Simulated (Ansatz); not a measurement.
## C2HS (SMILES [CH]=C=S): the vertical ionisation energy from total energies

C2HS has 4 atoms, charge 0, and is taken as a doublet. As SMILES, `[CH]=C=S`. Geometry: relaxed at GFN2-xTB.

Both states at this one shape; open shells run unrestricted unless said. 1 Eh = 27.2114 eV.

| level | program | doublet C2HS (Eh) | singlet C2HS+ (Eh) |
| --- | --- | --- | --- |
| USVWN5/STO-3G | Ansatz | -467.411736 | -467.114615 |
| U-r2SCAN/STO-3G | Ansatz | -469.476599 | -469.172423 |
| U-r2SCAN0/STO-3G | Ansatz | -469.474416 | -469.164447 |

Problem. Work out the vertical ionisation energy at each level.

Solution. 
1. USVWN5/STO-3G: -467.114615 − (-467.411736) = 0.297121 Eh = 8.09 eV.
2. U-r2SCAN/STO-3G: -469.172423 − (-469.476599) = 0.304176 Eh = 8.28 eV.
3. U-r2SCAN0/STO-3G: -469.164447 − (-469.474416) = 0.309969 Eh = 8.43 eV.

No measured value is set beside it here; the levels span 8.09 to 8.43 eV. Minimal sets are far from the basis-set limit.
